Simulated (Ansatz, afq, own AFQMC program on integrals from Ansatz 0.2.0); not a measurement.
## Atomization energy of AlH4, doublet, worked out

```xyz
5

Al   -0.0599    0.0001   -0.1328
H     0.4487    0.0018    1.9858
H    -0.3171   -0.0089    1.9564
H     0.7333    1.3833   -0.1888
H     0.7376   -1.3801   -0.1993
```

Basis cc-pVTZ. Only valence electrons are correlated. AFQMC by an in-house program on the Cholesky factors that Ansatz 0.2.0 writes for its CCSD(T) run. The CISD trial takes its coefficients from CCSD amplitudes. Released means that phaseless walkers are propagated on without the constraint, phases kept. ± is one standard error of the sampling.

Total energies in eV. CBS is CCSD(T) at the limit of def2-TZVPP/QZVPP (extrapolated itself); the highest rung of each member is named.

| member | count | CCSD(T)/cc-pVTZ | highest rung in cc-pVTZ | which | CCSD(T)/CBS |
| --- | --- | --- | --- | --- | --- |
| Al (doublet) | +1 | -6583.2834 | -6583.2963 | FCI | -6583.4221 |
| H (doublet) | +4 | -13.6005 | -13.6005 | FCI | -13.6059 |
| AlH₄, doublet | -1 | -6647.7375 | -6647.7554 | CCSDT(Q) | -6648.1376 |

**Question.** Work out the best estimate of the atomization energy: the CCSD(T)/CBS difference plus the step from CCSD(T) to the highest rung.

**Answer.** Sums with the counts: CCSD(T)/CBS 10.2919 eV, highest rung 10.0571 eV, CCSD(T)/cc-pVTZ 10.0521 eV. The step is 10.0571 − 10.0521 = 0.0050 eV, so the best estimate is 10.2919 + (0.0050) = 10.2969 eV = 993.5 kJ/mol. The basis set is worth 0.240 eV of it. Zero-point, core-correlation and spin–orbit terms aren't in it. Past Ne the Hartree–Fock part of each CBS total tends to overshoot, since the cores don't follow the formula; that largely cancels in the difference.

Best estimates are given only where the step beyond CCSD(T) is under 0.3 eV and no member's determinant is very poor (T1 over 0.05, or 0.07 for open shells, ⟨S²⟩ too high by 0.3, two states mixed), so the hardest cases are missing from such tables.

CCSDT and higher add their correlation energy to the determinant of the CCSD(T) run, since their own runs factorise the integrals more tightly (a shift of under 2 meV). Each member of a difference takes its own highest rung, so a best estimate needn't equal the limit plus the step of one row.
